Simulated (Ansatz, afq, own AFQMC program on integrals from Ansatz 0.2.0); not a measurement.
GeH$_{3}$, doublet in 6-31G, levels against full CI

```xyz
4

Ge    0.0000    0.0000   -0.0162
H     1.2643    0.0146    0.3906
H    -0.6458    1.0883    0.3870
H    -0.6206   -1.1027    0.3873
```

Basis 6-31G. Only valence electrons are correlated. Ansatz 0.2.0 and our own AFQMC program on the same integrals; the CISD trial comes from CCSD amplitudes, and released means the phaseless constraint is let go. Free AFQMC starts from the CCSD state and is never constrained. Its projection time is finite, and what remains of the start isn't in its error. Uncertainties: one standard error, sampling alone. No spin–orbit coupling.

Determinant: UHF, the one that the program's search chose, which needn't be the lowest solution. The geometry is a point of a scan.

Full CI on the same integrals is exact in this basis and with this determinant's frozen core.

Cautions: no relativity below Rb; no spin-orbit coupling; inner d shell frozen.

- T1 diagnostic: 0.0077
- weight of the determinant in the CISD state: 0.961
- ⟨S²⟩ of the determinant: 0.754
- size of the correlated space: 7 electrons in 21 orbitals

Reference: full CI, correlation energy -1.702 eV. The released energy is read at 2.40 1/Eh (meV from the phaseless value at times in 1/Eh: -0.1 ± 0.3 at 0.24, 0.1 ± 0.3 at 0.51, 0.1 ± 0.3 at 0.99, 0.04 ± 0.16 at 1.62, -0.03 ± 0.17 at 2.40).

```csv
level,E − E(reference) (kJ/mol),share of correlation (%)
HF,164.2,0.00
MP2,44.7,72.80
CCSD,2.3,98.63
CCSD(T),0.6,99.65
ph-AFQMC/HF,0.1 ± 0.8,99.92
ph-AFQMC/CISD,0.0 ± 0.04,100.00
released AFQMC,0.0 ± 0.02,100.00
free AFQMC,0.0 ± 0.02,100.01
```

Free projections are given only where their last times agree within the noise and don't stop above the reference; a slow remainder of the start can still hide under it. A walk keeps the symmetry of its determinant, which the program's search chose and which needn't be the lowest solution, so a lower state of the same spin and another symmetry isn't excluded. Released energies are given only where the last usable release times agree within the noise; a slower fall can still hide under it.
